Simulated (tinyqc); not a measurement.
Inside a calculation. Method: UHF in the sto-6g basis, for CH, spin multiplicity 4. One step of it, computed by the program tinyqc.

Question. Iteration 2: DIIS coefficients. Solve [B -1; -1 0][c; lambda] = [0; -1] for the coefficients, which sum to one.

B (overlaps of the stored error matrices):
```
,1,2
1,3.3009131e-01,-2.1277733e-02
2,-2.1277733e-02,5.4760350e-02
```

Give: DIIS coefficients.

Answer.

DIIS coefficients: 0.1779  0.8221
